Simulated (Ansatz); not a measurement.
**Two structures, one formula**

Two relaxed structures of MgAlBH$_{4}$, singlet (PBE0-D4/def2-TZVP; forces vanish, vibrations not checked).

A:

B1  (-1.177, 0.245, -0.814)
Al2  (-0.232, 0.776, 1.040)
Mg3  (1.079, -0.557, -0.819)
H4  (-0.343, 0.756, -1.582)
H5  (-2.314, 0.518, -1.094)
H6  (-0.328, 1.477, 2.471)
H7  (-0.958, -0.978, -0.772)
(Å)

B:

```
7
angstrom
B -1.5119 0.5801 -0.7446
Al 0.0607 0.5644 0.6402
Mg 2.0370 -1.3410 0.4226
H -1.4451 1.1560 -1.7983
H -2.5059 -0.0826 -0.6063
H 0.1039 1.6563 1.8134
H 3.2611 -2.5333 0.2729
```

Ansatz 0.2.0; basis: def2-TZVPP; cores frozen in the correlated methods. The outer core shell of Li, Na, Mg and K is correlated. The def2 sets are not built for correlating such inner shells, so the correlated values are less sure here. B3LYP uses VWN-RPA correlation.

(1) Which structure is lower at CCSD(T), and by how much? (To be estimated.)

(2) Do the other methods give the same order? (A judgement: the text doesn't fix the answer.)

The T1 diagnostic stays at or below 0.015. The restricted Hartree–Fock reference is unstable towards an unrestricted one at one or more of these structures. A large double-excitation amplitude points to some diradical character; no triplet was computed.

Answers

(1) By the calculation: A, by 86.5 kJ/mol (electronic energy, against the other). By their contacts, A is MgAlBH₄ ([H]1[BH]23[H][Mg]12[AlH]3) and B is MgAlBH₄ ([BH2][AlH][MgH]).

(2) By the calculation: Not all: HF gives the other order.

| method | E(B) − E(A) (kJ/mol) |
| --- | --- |
| PBE-D4 | 109.6 |
| r2SCAN-D4 | 96.5 |
| PBE0-D4 | 96.7 |
| B3LYP-D4 | 76.5 |
| wB97M-V | 86.5 |
| HF | -3.3 |
| MP2 | 96.1 |
| CCSD | 70.7 |
| CCSD(T) | 86.5 |

Labels in which every atom is bracketed show which atoms are joined, not bond orders.

For scale, one of the runs: CCSD(T)/def2-TZVPP, 161 basis functions, launched by `ansatz run in.yaml --threads 2 --pin off --events-out ev --progress --plain --max-ram 4352MiB`. The run took 16 s on 2 CPU threads of an Intel Xeon (shared host), with 1.3 GiB of host memory at its peak.
